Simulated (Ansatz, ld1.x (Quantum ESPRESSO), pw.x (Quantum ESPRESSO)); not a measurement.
## Equation-of-state test of one TM potential (Ba (Z = 56))

Ba (Z = 56), norm-conserving Troullier–Martins (Kleinman–Bylander form), made with ld1.x (Quantum ESPRESSO) 7.5 (PBE, scalar-relativistic). Core [Xe], reference 5d0 6s2 6p0. Waves: 6p (bound, empty): rc 4.20 bohr; 5d (bound, empty): rc 4.20 bohr; 6s (bound): rc 4.50 bohr. Local part: the s channel. Core correction: Bessel-smoothed model core, default radius (core density twice the valence density).

Atomic tests: cutoffs needed: 6 Ry and 6 Ry (the cutoffs (Ry, on a coarse ladder) from which the occupation-weighted sum of valence levels, in a spherical-Bessel basis at the reference potential, stays within 10 and 1 mRy of its value at 400 Ry); ghost test: no extra level below or beside the all-electron valence levels (p, d, s, f tested) (spherical-Bessel basis up to 400 Ry, 20 bohr box); largest excitation error: -54 meV (all-electron minus pseudo) for 5d1 6s0 6p0, out of 7 test configurations.

Crystal test: bcc Ba in pw.x 7.5, no spin, 9³ k-points, Fermi–Dirac smearing 0.01 Ry, cutoffs 50/200 Ry. The lattice is a test structure that the element need not adopt, and mesh and smearing are coarse.

pw.x input:

```
&control
  calculation='scf', prefix='x', pseudo_dir='./', outdir='./tmp', tstress=.true., disk_io='low'
/
&system
  ibrav=0, nat=1, ntyp=1, ecutwfc=50, ecutrho=200, nbnd=8,
  occupations='smearing', smearing='fd', degauss=0.01
/
&electrons
  conv_thr=1e-09, mixing_beta=0.4, electron_maxstep=70
/
ATOMIC_SPECIES
Ba 1.0 Ba.UPF
CELL_PARAMETERS angstrom
  -2.51468688 2.51468688 2.51468688
  2.51468688 -2.51468688 2.51468688
  2.51468688 2.51468688 -2.51468688
ATOMIC_POSITIONS crystal
Ba 0.0000 0.0000 0.0000
K_POINTS automatic
9 9 9 0 0 0
```

```bash
pw.x < Ba.scf.in > Ba.scf.out
```

Question: How does the run end?

Answer: It converges; the pressure is 0.39 GPa against 0.01 GPa from all-electron LAPW. The largest radius (4.50 bohr) exceeds half the bond length (4.12 bohr), so the spheres overlap, which is one possible source of error among others. This is a poor potential for the solid. The log shows:

```
     unit-cell volume          =     429.2481 (a.u.)^3
     number of electrons       =         2.00
     number of Kohn-Sham states=            8
     kinetic-energy cutoff     =      50.0000  Ry
     charge density cutoff     =     200.0000  Ry
     scf convergence threshold =      1.0E-09
     Exchange-correlation= PBE
     number of k points=    35  Fermi-Dirac smearing, width (Ry)=  0.0100
     iteration #  1     ecut=    50.00 Ry     beta= 0.40
     total energy              =      -7.34976667 Ry
     estimated scf accuracy    <       0.00129765 Ry
     iteration #  2     ecut=    50.00 Ry     beta= 0.40
     total energy              =      -7.34991018 Ry
     estimated scf accuracy    <       0.00045790 Ry
     iteration #  3     ecut=    50.00 Ry     beta= 0.40
     total energy              =      -7.34995661 Ry
     estimated scf accuracy    <       0.00001064 Ry
     iteration #  4     ecut=    50.00 Ry     beta= 0.40
     c_bands:  1 eigenvalues not converged
     total energy              =      -7.34995882 Ry
     estimated scf accuracy    <       0.00000003 Ry
     iteration #  5     ecut=    50.00 Ry     beta= 0.40
     total energy              =      -7.34995888 Ry
     estimated scf accuracy    <          5.1E-09 Ry
     iteration #  6     ecut=    50.00 Ry     beta= 0.40
     total energy              =      -7.34995888 Ry
     estimated scf accuracy    <          1.8E-09 Ry
     iteration #  7     ecut=    50.00 Ry     beta= 0.40
     the Fermi energy is     1.7055 ev
!    total energy              =      -7.34995888 Ry
     estimated scf accuracy    <          6.6E-11 Ry
     smearing contrib. (-TS)   =      -0.00641020 Ry
     The total energy is F=E-TS. E is the sum of the following terms:
     one-electron contribution =       1.14203132 Ry
     hartree contribution      =       0.00320098 Ry
     xc contribution           =      -6.95713945 Ry
     ewald contribution        =      -1.53164153 Ry
     convergence has been achieved in   7 iterations
          total   stress  (Ry/bohr**3)                   (kbar)     P=        3.86
```
